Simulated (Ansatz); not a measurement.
# A workflow on F2Si (SMILES F[Si]F)

We compute a series of 46 runs (HF/STO-3G, UHF/STO-3G, HF/3-21G, UHF/3-21G, HF/6-31G*, UHF/6-31G*, B3LYP/6-31G*, UB3LYP/6-31G*, and more) of F2Si. 

The results are computed with Ansatz 0.2.0.

## (1) The structure to begin with

F2Si: 3 atoms, total charge 0, spin state singlet. SMILES: `F[Si]F`. The coordinates come from a PBE0-D4/def2-TZVP relaxation. The run starts from this shape.

Bond lengths: F1–Si2 1.602 Å, Si2–F3 1.602 Å. Angles: F1–Si2–F3 100.6°.

## (2) A structure relaxation at HF/STO-3G (run 1)

in.yaml reads:

```yaml
crystal:
  periodic: [false, false, false]
  atoms:
    - symbol: F
      position_ang: [0.166300, 1.246800, 0.229400]
    - symbol: Si
      position_ang: [-0.594900, -0.046400, -0.330100]
    - symbol: F
      position_ang: [0.428600, -1.200400, 0.100700]
basis:
  gaussian: {orbitals: STO-3G}
output: {orbitals: {seedname: orbitals}}
relax: {f_tol: 0.002}
magnetization: {spin_polarized: false, initial_magnetization: 0}
hamiltonian: {xc: hf}
```

Run with:

```
$ ansatz run in.yaml --threads 1 --pin off --max-ram 3480MiB --events-out events.jsonl --progress --plain --runs-dir runs
```

The log of the run, cut to the lines that bear on the results:

```text
Warning: RAYON_NUM_THREADS=1 ignored (pool sized by the plan → 1); use --threads N
[...]
Functional definition: HF
  name "HF"
[...]
265 factors; integrals over basis functions are off by at most 3.4e-6 eV
[...]
mean field -13107.28651320 eV, -481.6838949221 hartree, gradient 2.9e-5 eV, S^2 0.000000; 0 other end points of the search recorded, 0 dependent functions left out
[...]
reference -13107.28651320 eV, -481.6838949221 hartree; 16, 16 occupied and 3, 3 virtual orbitals, 265 factors
relax step   1: F+E_penalty+E_count = -13107.28651320 eV  Δ(F+E_penalty+E_count) = +0.000e0 eV  max|allowed force component| = 9.908e-1 eV/Å  Δτ_max = 0.0000 Å  (29 SCF iters, accepted)
[...]
relax step   5: F+E_penalty+E_count = -13107.37856559 eV  Δ(F+E_penalty+E_count) = -1.340e-4 eV  max|allowed force component| = 2.688e-3 eV/Å  Δτ_max = 0.0028 Å  (25 SCF iters, accepted)
[...]
relax step   6: F+E_penalty+E_count = -13107.37856570 eV  Δ(F+E_penalty+E_count) = -1.053e-7 eV  max|allowed force component| = 1.103e-4 eV/Å  Δτ_max = 0.0001 Å  (24 SCF iters, accepted)
265 factors; integrals over basis functions are off by at most 3.2e-6 eV
[...]
mean field -13107.37856570 eV, -481.6872777891 hartree, gradient 9.0e-6 eV, S^2 0.000000; 1 other end points of the search recorded, 0 dependent functions left out
[...]
reference -13107.37856570 eV, -481.6872777891 hartree; 16, 16 occupied and 3, 3 virtual orbitals, 265 factors
Total energy: -13107.37856570 eV, -481.6872777891 hartree
Atom 0 at     0.196114     1.181415     0.238418 Å, force     0.000047     0.000076     0.000034 eV/Å
Atom 1 at    -0.640133    -0.049928    -0.355199 Å, force    -0.000110    -0.000009    -0.000061 eV/Å
Atom 2 at     0.444019    -1.131487     0.116781 Å, force     0.000063    -0.000068     0.000027 eV/Å
Dipole moment:    -0.229758    -0.017921    -0.127489 e Å
```

Wall time 0.97 s (1 thread of Arm Neoverse V2, shared host).

Step by step:

```tsv
step	energy from the first frame kept (eV)	largest force (eV/Å)
1	0.0000	1.1357
2	-0.0791	0.4135
3	-0.0919	0.0449
4	-0.0919	0.0620
5	-0.0921	0.0031
6	-0.0921	0.0001
```

After the run. Bond lengths: F1–Si2 1.602 Å, Si2–F3 1.602 Å. Angles: F1–Si2–F3 93.2°.

## (3) The harmonic vibrations at HF/STO-3G (run 2)

job.yaml reads:

```yaml
crystal:
  periodic: [false, false, false]
  atoms:
    - symbol: F
      position_ang: [0.196114, 1.181415, 0.238418]
    - symbol: Si
      position_ang: [-0.640133, -0.049928, -0.355199]
    - symbol: F
      position_ang: [0.444019, -1.131487, 0.116781]
basis:
  gaussian: {orbitals: STO-3G}
hamiltonian: {xc: hf}
phonons: {temperatures: {t_min: 298.15, t_max: 298.15, t_step: 1}}
```

Run with:

```
$ ansatz run job.yaml --threads 1 --pin off --max-ram 3480MiB --events-out events.jsonl --progress --plain --runs-dir runs
```

The log of the run, cut to the lines that bear on the results:

```text
Warning: RAYON_NUM_THREADS=1 ignored (pool sized by the plan → 1); use --threads N
[... 2 set-up lines as earlier in the session ...]
[...]
266 factors; integrals over basis functions are off by at most 3.2e-6 eV
[...]
mean field -13107.37857413 eV, -481.6872780991 hartree, gradient 3.2e-5 eV, S^2 0.000000; 0 other end points of the search recorded, 0 dependent functions left out
[...]
reference -13107.37857413 eV, -481.6872780991 hartree; 16, 16 occupied and 3, 3 virtual orbitals, 266 factors
[...]
266 factors; integrals over basis functions are off by at most 3.2e-6 eV
[...]
mean field -13107.37851813 eV, -481.6872760412 hartree, gradient 8.9e-7 eV, S^2 0.000000; 0 other end points of the search recorded, 0 dependent functions left out
[...]
reference -13107.37851813 eV, -481.6872760412 hartree; 16, 16 occupied and 3, 3 virtual orbitals, 266 factors
[...]
266 factors; integrals over basis functions are off by at most 3.2e-6 eV
[...]
mean field -13107.37848402 eV, -481.6872747875 hartree, gradient 8.8e-7 eV, S^2 0.000000; 0 other end points of the search recorded, 0 dependent functions left out
[...]
reference -13107.37848402 eV, -481.6872747875 hartree; 16, 16 occupied and 3, 3 virtual orbitals, 266 factors
[...]
266 factors; integrals over basis functions are off by at most 3.2e-6 eV
mean field -13107.37848418 eV, -481.6872747932 hartree, gradient 8.9e-7 eV, S^2 0.000000; 0 other end points of the search recorded, 0 dependent functions left out
[...]
reference -13107.37848418 eV, -481.6872747932 hartree; 16, 16 occupied and 3, 3 virtual orbitals, 266 factors
Total energy: -13107.37857413 eV, -481.6872780991 hartree
Atom 0 at     0.196114     1.181415     0.238418 Å, force     0.000054     0.000006     0.000030 eV/Å
Atom 1 at    -0.640133    -0.049928    -0.355199 Å, force    -0.000108    -0.000008    -0.000060 eV/Å
Atom 2 at     0.444019    -1.131487     0.116781 Å, force     0.000054     0.000002     0.000030 eV/Å
Dipole moment:    -0.229758    -0.017921    -0.127489 e Å
Vibrations: 440.39 974.24 1003.90 cm⁻¹, zero-point energy 0.149930 eV
```

It took 0.71 s on 1 thread of Arm Neoverse V2, shared host.

Runs 3 to 38 aren't shown in full; the table further down has their settings and results.

## (4) A structure relaxation at CCSD(T)/cc-pVDZ (run 39)

input.yaml reads:

```yaml
crystal:
  periodic: [false, false, false]
  atoms:
    - symbol: F
      position_ang: [0.166300, 1.246800, 0.229400]
    - symbol: Si
      position_ang: [-0.594900, -0.046400, -0.330100]
    - symbol: F
      position_ang: [0.428600, -1.200400, 0.100700]
basis:
  gaussian: {orbitals: cc-pVDZ}
correlation: {method: ccsd_t}
accuracy: high
scf: {omitted_lower_state_checks: [cluster_reference]}
relax: {f_tol: 0.002}
output: {orbitals: {seedname: orbitals}}
```

Run with:

```
$ ansatz run input.yaml --threads 1 --pin off --max-ram 3480MiB --events-out events.jsonl --progress --plain --runs-dir runs
```

The log of the run, cut to the lines that bear on the results:

```text
Warning: RAYON_NUM_THREADS=1 ignored (pool sized by the plan → 1); use --threads N
[...]
[... 2 set-up lines as earlier in the session ...]
[...]
939 factors; integrals over basis functions are off by at most 1.9e-9 eV
[...]
mean field -13276.27249740 eV, -487.8940152987 hartree, gradient 9.1e-8 eV, S^2 0.000000; 0 other end points of the search recorded, 0 dependent functions left out
7 core orbitals not correlated: weight in the atoms' cores, before any rotation towards them, 1.000 or more for the frozen orbitals, at most 0.000 for the correlated occupied ones
reference -13276.27249740 eV, -487.8940152987 hartree; 9, 9 occupied and 30, 30 virtual orbitals, 939 factors
second order -12.32024238 eV of doubles, -0.00000000 eV of singles
cycle   1  -12.26266396 eV  change    5.8e-2 eV  update   9.7e-2
[...]
perturbative correction -0.23744996 eV, -0.0087261249 hartree
[...]
mean field -13276.29570819 eV, -487.8948682795 hartree, gradient 1.3e-8 eV, S^2 0.000000; 1 other end points of the search recorded, 0 dependent functions left out
7 core orbitals not correlated: weight in the atoms' cores, before any rotation towards them, 1.000 or more for the frozen orbitals, at most 0.000 for the correlated occupied ones
reference -13276.29570819 eV, -487.8948682795 hartree; 9, 9 occupied and 30, 30 virtual orbitals, 939 factors
second order -12.39802820 eV of doubles, -0.00000000 eV of singles
[...]
cycle  20  -12.73312376 eV  change  -8.1e-10 eV  update   1.1e-9
perturbative correction -0.24911814 eV, -0.0091549227 hartree
[...]
Total energy: -13289.27795009 eV, -488.3719568697 hartree
Atom 0 at     0.174202     1.284366     0.237891 Å, force    -0.000045     0.000529     0.000034 eV/Å
Atom 1 at    -0.618558    -0.048248    -0.343228 Å, force    -0.000023    -0.000002    -0.000013 eV/Å
Atom 2 at     0.444355    -1.236119     0.105336 Å, force     0.000068    -0.000527    -0.000021 eV/Å
Dipole moment:    -0.280232    -0.021858    -0.155496 e Å
Checks for a lower state left out: cluster_reference
```

It took 25 s on 1 thread of Arm Neoverse V2, shared host; peak memory 0.18 GiB.

Steps, from the record of the run:

```tsv
step	energy from the first frame kept (eV)	largest force (eV/Å)
1	0.0000	2.4970
2	-0.0695	1.3902
3	-0.1025	0.1416
4	-0.1028	0.0174
5	-0.1028	0.0005
```

After the run. Bond lengths: F1–Si2 1.656 Å, Si2–F3 1.656 Å. Angles: F1–Si2–F3 100.1°.

Runs 40 to 45 aren't shown in full; the table further down has their settings and results.

## (5) The doublet cation: a structure relaxation at UMP2/aug-cc-pVDZ (run 46)

run.yaml reads:

```yaml
crystal:
  periodic: [false, false, false]
  atoms:
    - {symbol: F, position_ang: [0.176800, 1.281032, 0.238940]}
    - {symbol: Si, position_ang: [-0.623001, -0.048595, -0.345693]}
    - {symbol: F, position_ang: [0.446201, -1.232437, 0.106754]}
basis:
  gaussian:
    orbitals: aug-cc-pVDZ
total_charge: 1
magnetization:
  spin_polarized: true
  initial_magnetization: 1
correlation:
  method: mp2
relax: {}
```

Run with:

```
$ ansatz run run.yaml --threads 1 --pin off --max-ram 3480MiB --events-out events.jsonl --progress --plain --runs-dir runs
```

The log of the run, cut to the lines that bear on the results:

```text
Warning: RAYON_NUM_THREADS=1 ignored (pool sized by the plan → 1); use --threads N
[...]
[... 2 set-up lines as earlier in the session ...]
[...]
754 factors; integrals over basis functions are off by at most 2.6e-4 eV
[...]
mean field -13266.52434470 eV, -487.5357772944 hartree, gradient 1.8e-6 eV, S^2 0.758520; 0 other end points of the search recorded, 0 dependent functions left out
7 core orbitals not correlated: weight in the atoms' cores, before any rotation towards them, 1.000 or more for the frozen orbitals, at most 0.000 for the correlated occupied ones
reference -13266.52434470 eV, -487.5357772944 hartree; 9, 8 occupied and 57, 58 virtual orbitals, 754 factors
second order -12.99978276 eV of doubles, -0.00000000 eV of singles
[...]
relax step   1: F+E_penalty+E_count = -13279.52412746 eV  Δ(F+E_penalty+E_count) = +0.000e0 eV  max|allowed force component| = 3.794e0 eV/Å  Δτ_max = 0.0000 Å  (71 SCF iters, accepted)
[...]
754 factors; integrals over basis functions are off by at most 2.3e-4 eV
[...]
mean field -13267.15548936 eV, -487.5589714332 hartree, gradient 1.0e-6 eV, S^2 0.754924; 1 other end points of the search recorded, 0 dependent functions left out
7 core orbitals not correlated: weight in the atoms' cores, before any rotation towards them, 1.000 or more for the frozen orbitals, at most 0.000 for the correlated occupied ones
reference -13267.15548936 eV, -487.5589714332 hartree; 9, 8 occupied and 57, 58 virtual orbitals, 754 factors
second order -12.81314486 eV of doubles, -0.00000000 eV of singles
[...]
Total energy: -13279.96863423 eV, -488.0298458218 hartree
Atom 0 at     0.086847     1.376617     0.200429 Å, force     0.001027     0.000784     0.000648 eV/Å
Atom 1 at    -0.464906    -0.036263    -0.257969 Å, force    -0.002204    -0.000172    -0.001223 eV/Å
Atom 2 at     0.378059    -1.340353     0.057541 Å, force     0.001177    -0.000612     0.000575 eV/Å
Dipole moment:    -0.568552    -0.044348    -0.315481 e Å
Checks for a lower state left out: cluster_reference
```

Run time: 15 s. Hardware: 1 thread of Arm Neoverse V2, shared host; peak memory 0.17 GiB.

Steps, from the record of the run:

```tsv
step	energy from the first frame kept (eV)	largest force (eV/Å)
1	0.0000	4.3495
2	-0.2805	2.7076
3	-0.4113	0.9427
4	-0.4432	0.2429
5	-0.4445	0.0443
6	-0.4445	0.0025
```

After the run. Bond lengths: F1–Si2 1.585 Å, Si2–F3 1.585 Å. Angles: F1–Si2–F3 119.4°.

## (6) All runs side by side

```tsv
run	level	walk f tol	task	temperatures	partner	energy (Eh)	dipole moment (D)	wall time
1	HF/STO-3G	0.002	optimise	–	base	-481.687278	1.27	0.97 s
2	HF/STO-3G	–	frequencies	(298.15, 298.15, 1)	base	-481.687278	1.27	0.71 s
3	UHF/STO-3G	–	energy	–	cation	-481.436766	–	0.1 s
4	UHF/STO-3G	–	optimise	–	cation	-481.447225	–	1.2 s
5	HF/3-21G	0.002	optimise	–	base	-485.300624	1.92	0.89 s
6	HF/3-21G	–	frequencies	(298.15, 298.15, 1)	base	-485.300624	1.92	0.77 s
7	UHF/3-21G	–	energy	–	cation	-484.914229	–	0.16 s
8	UHF/3-21G	–	optimise	–	cation	-484.926343	–	1.1 s
9	HF/6-31G* (Cartesian functions)	0.002	optimise	–	base	-487.884670	1.18	1.3 s
10	HF/6-31G* (Cartesian functions)	–	frequencies	(298.15, 298.15, 1)	base	-487.884670	1.18	1.9 s
11	UHF/6-31G* (Cartesian functions)	–	energy	–	cation	-487.513271	–	0.3 s
12	UHF/6-31G* (Cartesian functions)	–	optimise	–	cation	-487.530395	–	2.8 s
13	B3LYP/6-31G* (Cartesian functions)	0.002	optimise	–	base	-489.258542	0.98	4.8 s
14	B3LYP/6-31G* (Cartesian functions)	–	frequencies	(298.15, 298.15, 1)	base	-489.258542	0.98	4.5 s
15	UB3LYP/6-31G* (Cartesian functions)	–	energy	–	cation	-488.856008	–	1.3 s
16	UB3LYP/6-31G* (Cartesian functions)	–	optimise	–	cation	-488.868899	–	9 s
17	PBE/def2-SVP	0.002	optimise	–	base	-488.674736	1.04	3.6 s
18	PBE/def2-SVP	–	frequencies	(298.15, 298.15, 1)	base	-488.674736	1.04	5.1 s
19	UPBE/def2-SVP	–	energy	–	cation	-488.275156	–	0.84 s
20	UPBE/def2-SVP	–	optimise	–	cation	-488.287259	–	5.7 s
21	MP2/6-31G* (Cartesian functions)	0.002	optimise	–	base	-488.304409	1.08	2.9 s
22	MP2/6-31G* (Cartesian functions)	–	frequencies	(298.15, 298.15, 1)	base	-488.304409	1.08	3.3 s
23	UMP2/6-31G* (Cartesian functions)	–	energy	–	cation	-487.916005	–	0.78 s
24	UMP2/6-31G* (Cartesian functions)	–	optimise	–	cation	-487.930977	–	5.1 s
25	BLYP/cc-pVTZ	0.002	optimise	–	base	-489.357631	1.19	6.6 s
26	BLYP/cc-pVTZ	–	frequencies	(298.15, 298.15, 1)	base	-489.357631	1.19	6 s
27	UBLYP/cc-pVTZ	–	energy	–	cation	-488.957435	–	1.7 s
28	UBLYP/cc-pVTZ	–	optimise	–	cation	-488.970494	–	14 s
29	B2PLYP/cc-pVTZ	0.002	optimise	–	base	-489.145218	1.14	26 s
30	B2PLYP/cc-pVTZ	–	frequencies	(298.15, 298.15, 1)	base	-489.145218	1.14	30 s
31	r2SCAN/def2-TZVP	0.002	optimise	–	base	-489.263438	0.97	9.3 s
32	r2SCAN/def2-TZVP	–	frequencies	(298.15, 298.15, 1)	base	-489.263438	0.97	11 s
33	U-r2SCAN/def2-TZVP	–	energy	–	cation	-488.866961	–	4.2 s
34	U-r2SCAN/def2-TZVP	–	optimise	–	cation	-488.881905	–	34 s
35	PBE-D3(BJ)/def2-TZVP	0.002	optimise	–	base	-489.041430	1.11	8.4 s
36	PBE-D3(BJ)/def2-TZVP	–	frequencies	(298.15, 298.15, 1)	base	-489.041430	1.11	6.3 s
37	UPBE-D3(BJ)/def2-TZVP	–	energy	–	cation	-488.640718	–	1.7 s
38	UPBE-D3(BJ)/def2-TZVP	–	optimise	–	cation	-488.654571	–	14 s
39	CCSD(T)/cc-pVDZ	0.002	optimise	–	base	-488.371957	1.54	25 s
40	CCSD(T)/cc-pVDZ	–	frequencies	(298.15, 298.15, 1)	base	-488.371957	1.54	29 s
41	UCCSD(T)/cc-pVDZ	–	energy	–	cation	-487.966335	–	2.7 s
42	UCCSD(T)/cc-pVDZ	–	optimise	–	cation	-487.980065	–	89 s
43	MP2/aug-cc-pVDZ	0.002	optimise	–	base	-488.421970	1.63	6.9 s
44	MP2/aug-cc-pVDZ	–	frequencies	(298.15, 298.15, 1)	base	-488.421970	1.63	9 s
45	UMP2/aug-cc-pVDZ	–	energy	–	cation	-488.013508	–	1 s
46	UMP2/aug-cc-pVDZ	–	optimise	–	cation	-488.029846	–	15 s
```

## (7) Outcome

```
                                                                                quantity          value
                                         doublet cation, run 46: total energy at the end  -488.02985 Eh
                     doublet cation, run 46: correlation energy (7 core orbitals frozen)     -470.9 mEh
                                                            doublet cation, run 46: ⟨S²⟩          0.755
                           vertical ionisation energy (to the doublet cation), HF/STO-3G       6.817 eV
                        vertical ionisation energy (to the doublet cation), B3LYP/6-31G*      10.954 eV
                        vertical ionisation energy (to the doublet cation), PBE/def2-SVP      10.873 eV
                        vertical ionisation energy (to the doublet cation), BLYP/cc-pVTZ      10.890 eV
                     vertical ionisation energy (to the doublet cation), MP2/aug-cc-pVDZ      11.115 eV
      adiabatic ionisation energy (to the doublet cation, no zero-point term), HF/6-31G*       9.640 eV
   adiabatic ionisation energy (to the doublet cation, no zero-point term), B3LYP/6-31G*      10.603 eV
adiabatic ionisation energy (to the doublet cation, no zero-point term), MP2/aug-cc-pVDZ      10.670 eV
```

In words: At HF/STO-3G: removing an electron at fixed nuclei costs 6.82 eV (658 kJ/mol). At B3LYP/6-31G*: the vertical ionisation energy comes to 10.95 eV (253 kcal/mol). At PBE/def2-SVP: removing an electron at fixed nuclei costs 10.87 eV (251 kcal/mol). At BLYP/cc-pVTZ: the vertical ionisation energy comes to 10.89 eV (1051 kJ/mol). At MP2/aug-cc-pVDZ: removing an electron at fixed nuclei costs 11.11 eV (1072 kJ/mol). At HF/6-31G*: the adiabatic ionisation energy (to the doublet cation, no zero-point term) is 9.64 eV (930 kJ/mol). Totals of different functionals can't be ranked against each other. All runs together took 6.8 min, the longest 89 s.
